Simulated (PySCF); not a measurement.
System (SMILES): OO (H2O2).
Geometry (B3LYP-D3(BJ)/def2-TZVP, fixed):
```xyz
4

O      0.0155     0.7238    -0.0702
O     -0.0112    -0.7261    -0.0419
H      0.8057     0.8967     0.4614
H     -0.8394    -0.8786     0.4355
```

Basis-set convergence of the isotropic shielding of H3 at PBE with PySCF. GIAO, no density fitting; atoms are numbered in the order shown. All functions are spherical. No added dispersion term, no relativity. Reference: the value in pcseg-3, 24.68 ppm, itself unsure by roughly 0.15 ppm (its distance from pcSseg-2). Deviations are taken from unrounded values.

```csv
basis,functions,isotropic shielding of H3 (ppm)
6-31G*,32,26.36
6-31+G*,40,25.77
cc-pVDZ,38,25.77
aug-cc-pVDZ,64,25.19
def2-SVP,38,25.73
def2-SVPD,62,25.16
pcseg-1,38,25.43
aug-pcseg-1,64,25.08
6-311G**,48,25.86
6-311+G**,56,25.53
def2-TZVP,74,25.61
def2-TZVPD,98,25.40
cc-pVTZ,88,25.19
aug-cc-pVTZ,138,24.89
pcseg-2,88,24.93
aug-pcseg-2,138,24.81
def2-TZVPP,90,25.12
def2-TZVPPD,114,24.90
def2-QZVPP,174,24.81
def2-QZVPPD,198,24.74
```

What the diffuse functions change, pair by pair:
- 6-31G* to 6-31+G*: 8 more functions, deviation 1.68 to 1.10 ppm
- cc-pVDZ to aug-cc-pVDZ: 26 more functions, deviation 1.10 to 0.52 ppm
- def2-SVP to def2-SVPD: 24 more functions, deviation 1.06 to 0.49 ppm
- pcseg-1 to aug-pcseg-1: 26 more functions, deviation 0.76 to 0.41 ppm
- 6-311G** to 6-311+G**: 8 more functions, deviation 1.19 to 0.85 ppm
- def2-TZVP to def2-TZVPD: 24 more functions, deviation 0.93 to 0.73 ppm
- cc-pVTZ to aug-cc-pVTZ: 50 more functions, deviation 0.51 to 0.21 ppm
- pcseg-2 to aug-pcseg-2: 50 more functions, deviation 0.25 to 0.14 ppm
- def2-TZVPP to def2-TZVPPD: 24 more functions, deviation 0.44 to 0.23 ppm
- def2-QZVPP to def2-QZVPPD: 24 more functions, deviation 0.13 to 0.06 ppm

They bring the value nearer the reference by more than 0.15 ppm in 8 of 10 pairs.
